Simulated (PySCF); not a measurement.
Species: pentafluorophosphorane, PF5.
Cartesian coordinates in Å at the PBE0-D3(BJ)/def2-SVP level; atoms count from 1:
```xyz
6
PF5 angstrom
F      0.642   -0.574   -1.352
P      0.003   -0.005   -0.008
F      1.110    1.104    0.049
F      0.244   -1.389    0.692
F     -1.344    0.268   -0.763
F     -0.636    0.564    1.337
```

Level: PBE0/pcSseg-1 and CAM-B3LYP/def2-SVPD in PySCF, non-relativistic, on one gas-phase PBE0-D3(BJ)/def2-SVP geometry that isn't relaxed in the solvent. The solvent is an IEF-PCM continuum (cavity from Bondi-type radii × 1.2). Specific hydrogen bonds and non-electrostatic terms are outside this model.

Gas phase at PBE0/pcSseg-1: HOMO -12.23 eV, LUMO -0.07 eV, dipole 0.00 D.

What does the continuum do to the energy, the frontier levels and the dipole at PBE0/pcSseg-1 in chloroform?

```tsv
solvent	ε	E(solvent) − E(gas) (kcal/mol)	polarisation term (kcal/mol)	distortion of the solute (kcal/mol)	HOMO (eV)	LUMO (eV)	dipole (D)
chloroform	4.711	-1.77	-1.82	0.05	-12.12	0.10	0.00
```

The polarisation term is half the interaction of the solute with the surface charges that it induces; the rest is the cost of distorting the solute's density. The sum is the electrostatic part of solvation alone. Charge and dipole vanish, so a point-dipole model would give no lowering at all.

Which IAO charges (PBE0/pcSseg-1) respond most in chloroform (means over atoms taken as equivalent)?

```tsv
atoms	environment	gas (e)	solvent (e)	change
P2	phosphorus bonded to 5 F	+2.317	+2.325	+0.008
F1/F6	phosphorus-bound fluorine	-0.488	-0.492	-0.004
F3/F4/F5	phosphorus-bound fluorine	-0.447	-0.447	0.000
```

Gas phase at CAM-B3LYP/def2-SVPD: HOMO -13.97 eV, LUMO 0.18 eV, dipole 0.00 D.

What does the continuum do to the energy, the frontier levels and the dipole at CAM-B3LYP/def2-SVPD in chloroform?

| solvent | ε | E(solvent) − E(gas) (kcal/mol) | polarisation term (kcal/mol) | distortion of the solute (kcal/mol) | HOMO (eV) | LUMO (eV) | dipole (D) |
| --- | --- | --- | --- | --- | --- | --- | --- |
| chloroform | 4.711 | -1.62 | -1.68 | 0.06 | -13.84 | 0.33 | 0.00 |

How does the static polarisability (CAM-B3LYP/def2-SVPD, frozen core, with the continuum's full static response) change?

| medium | isotropic (au) | principal values (au) | ⟨r²⟩ of the electrons (bohr²) |
| --- | --- | --- | --- |
| gas | 26.5 | 26.2, 26.2, 27.2 | 486.8 |
| chloroform | 30.0 | 29.7, 29.7, 30.7 | 487.1 |

The isotropic value in chloroform is 1.13 times the gas-phase one; no cavity-field correction is applied. ⟨r²⟩ is taken about the centre of nuclear charge.

Time: 7.0 s; peak memory 0.52 GiB. Hardware: one thread of an Arm Neoverse V2, no GPU, shared host with 192 logical CPUs at a one-minute load of 237. This is the whole shielding run at PBE0/pcSseg-1 in chloroform, SCF included.
